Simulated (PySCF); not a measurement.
How good is the calculation?

Geometry (Å), atoms numbered from 1 in this order:
```xyz
13

C    -1.9115    0.3418   -0.8080
C    -1.0798   -0.7768   -0.2231
S    -0.3593   -0.3930    1.4001
S     0.9365    1.1163    1.0071
C     2.4456    0.2493    0.5305
H    -1.3035    1.2380   -0.9453
H    -2.3122    0.0520   -1.7834
H    -2.7461    0.5932   -0.1514
H    -0.2733   -1.0754   -0.8963
H    -1.6850   -1.6678   -0.0285
H     3.1992    1.0221    0.3613
H     2.3042   -0.3147   -0.3912
H     2.7766   -0.4108    1.3309
```

No solvent, fast rotation and ring inversion assumed for equivalent nuclei, non-relativistic, one computed conformer. PBE0-D3(BJ)/def2-TZVP structure; B97-2/pcSseg-2 with gauge-including orbitals; PySCF 2.14.

Reference values: measured (solution, not stated per compound (mostly CDCl3 or CCl4); Pretsch, Buehlmann, Badertscher, Structure Determination of Organic Compounds, 4th ed. (2009)).
```tsv
atoms	quantity	reference	computed	computed, scaled
C2	δ ¹³C	31.8	34.7	31.5
C1	δ ¹³C	14.7	15.8	13.2
```

Computed shifts are σ(ref) − σ with the named reference compound (TMS for H and C) calculated as an isolated molecule at the same level. The measured values may be among those fitted. Scaled to experiment by linear calibration (H and C: mostly CDCl3 data, vs TMS): ¹³C (scatter 2.0 ppm rms, 2.1 ppm with the 1 outlier that the fit left out). A few per cent of atoms miss by over 2 rms, more outside the fitted compound classes.

How far are the unscaled ¹³C shifts from the references?

## Answers

Mean signed difference +2.00 ppm, mean absolute 2.00 ppm over 2 comparisons; the largest is +2.9 ppm at C2 (sp3 CH2 bonded to S).
